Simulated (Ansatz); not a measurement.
# CH₆AlB (SMILES C[BH][AlH2]): functionals against CCSD(T) at one geometry

The task here is to estimate one member of a computed series from the others.

Method: single points in def2-TZVPP; program: Ansatz 0.2.0, Gaussian basis.

Correlated methods freeze the cores.

## Starting geometry

SMILES `C[BH][AlH2]`, 9 atoms, charge 0, spin multiplicity 1.

Atoms are counted from 1 here; the program's logs count them from 0.

Bond lengths: C1–B2 1.597 Å, C1–H4 1.145 Å, C1–H5 1.031 Å, C1–H6 1.340 Å, B2–Al3 1.978 Å, B2–H7 1.153 Å, Al3–H8 1.711 Å, Al3–H9 1.543 Å. Angles: B2–C1–H4 111.4°, B2–C1–H5 131.7°, B2–C1–H6 98.6°, H4–C1–H5 84.3°, H4–C1–H6 110.2°, H5–C1–H6 119.0°, C1–B2–Al3 112.4°, C1–B2–H7 107.6°, Al3–B2–H7 140.0°, B2–Al3–H8 115.1°, B2–Al3–H9 127.9°, H8–Al3–H9 116.3°.

As a file:

| atom | x (Å) | y (Å) | z (Å) |
| --- | --- | --- | --- |
| C1 | -0.80990 | 0.78210 | -0.76300 |
| B2 | 0.65830 | 0.43960 | -0.23630 |
| Al3 | 0.66120 | -1.02970 | 1.08740 |
| H4 | -1.28570 | -0.11730 | -1.28870 |
| H5 | -1.13820 | 1.30700 | -1.58800 |
| H6 | -1.40300 | 0.99320 | 0.42030 |
| H7 | 1.39690 | 1.13200 | -0.78830 |
| H8 | -0.88510 | -1.62340 | 1.51550 |
| H9 | 1.84770 | -1.54420 | 1.92900 |

Set-up of the first run:

Input file run/in.yaml:

```yaml
crystal:
  periodic: [false, false, false]
  atoms:
    - {symbol: C, position_ang: [-0.809900, 0.782100, -0.763000]}
    - {symbol: B, position_ang: [0.658300, 0.439600, -0.236300]}
    - {symbol: Al, position_ang: [0.661200, -1.029700, 1.087400]}
    - {symbol: H, position_ang: [-1.285700, -0.117300, -1.288700]}
    - {symbol: H, position_ang: [-1.138200, 1.307000, -1.588000]}
    - {symbol: H, position_ang: [-1.403000, 0.993200, 0.420300]}
    - {symbol: H, position_ang: [1.396900, 1.132000, -0.788300]}
    - {symbol: H, position_ang: [-0.885100, -1.623400, 1.515500]}
    - {symbol: H, position_ang: [1.847700, -1.544200, 1.929000]}
basis:
  gaussian: {orbitals: def2-TZVPP}
correlation: {method: ccsd_t}
output: {forces: true}
```

No record of the launch command was kept for these runs.

Among the steps run: CCSD(T)/def2-TZVPP; PBE0-D4/def2-TZVPP; wB97M-V/def2-TZVPP; r2SCAN-D4/def2-TZVPP; PBE-D4/def2-TZVPP; CAM-B3LYP-D4/def2-TZVPP; LC-wPBE/def2-TZVPP.

One table of the session follows, with a row left open; its other results are not shown here.

| method | RMS force component (eV/Å) | angle to CCSD(T) forces (°) | dipole (D) |
| --- | --- | --- | --- |
| CCSD(T) | 1.728 | reference | 1.21 |
| PBE0-D4 | 1.734 | 3.4 | 1.29 |
| wB97M-V | 1.723 | 2.7 | 1.28 |
| r2SCAN-D4 | 1.711 | 3.2 | 1.33 |
| PBE-D4 | 1.671 | 6.0 | 1.34 |
| CAM-B3LYP-D4 | ? | ? | ? |
| LC-wPBE | 1.799 | 3.5 | 1.25 |

Q: Estimate the row for CAM-B3LYP-D4 from the others.

As computed: RMS force component (eV/Å): 1.736; angle to CCSD(T) forces (°): 3.0; dipole (D): 1.25. In the column «RMS force component (eV/Å)» it lies between PBE0-D4 (1.734) and LC-wPBE (1.799).
